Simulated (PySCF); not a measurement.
hydrogen isocyanide, CHN, SMILES [C-]#[NH+], point group C∞v.

Force field and properties: PBE0/pcSseg-2 (PySCF, grid level 2). Vibrational terms come from second-order perturbation theory with semi-diagonal cubic constants, by steps of ±0.6 along the normal coordinates of each isotopologue. The parent has the commonest isotopes.

Equilibrium geometry (Å):

```
atom        x        y        z
  C1   0.8983   0.5278  -0.0248
  N2  -0.0291  -0.1746  -0.0163
  H3  -0.8233  -0.7762  -0.0091
```

Q: How much do zero-point and thermal motion change the parent's shieldings?

A: 
| atom | σe (ppm) | anharmonic part, 0 K | harmonic part, 0 K | Δσ at 0 K | Δσ at 250 K | Δσ at 1000 K |
| --- | --- | --- | --- | --- | --- | --- |
| C1 | 3.18 | -1.89 | -6.81 | -8.70 | -9.77 | -25.11 |
| N2 | 90.69 | -1.46 | -3.81 | -5.28 | -5.74 | -11.89 |
| H3 | 27.89 | 0.57 | -1.46 | -0.88 | -0.95 | -1.84 |

Q: And the bond lengths, in the parent and with ²H at 3?

A: 
| bond | re (Å) | ⟨r⟩ at 0 K | between mean positions | ⟨r⟩, labelled |
| --- | --- | --- | --- | --- |
| C1–N2 | 1.1634 | 1.1693 | 1.1684 | 1.1689 |
| N2–H3 | 0.9963 | 1.0151 | 0.9825 | 1.0096 |

Q: What are the dipole moments?

A: 3.079 D at equilibrium; averaged at 0 K: parent 2.996 D; ²H at 3 3.015 D; ¹⁵N at 2 2.996 D; ¹³C at 1, ¹⁵N at 2 2.996 D; ¹³C at 1 2.996 D; ¹⁵N at 2, ²H at 3 3.016 D; ¹³C at 1, ²H at 3 3.015 D. Measured: 3.05 D (NIST CCCBDB Release 22 (SRD 101), experimental dipoles).

The study (80 SCF points, 86 basis functions) took 4 min on 1 thread of Intel Xeon Platinum 8259CL @ 2.50GHz (shared host) (rough), peak memory 0.39 GiB, launched as `OMP_NUM_THREADS=1 python ens_run.py task.json out`.
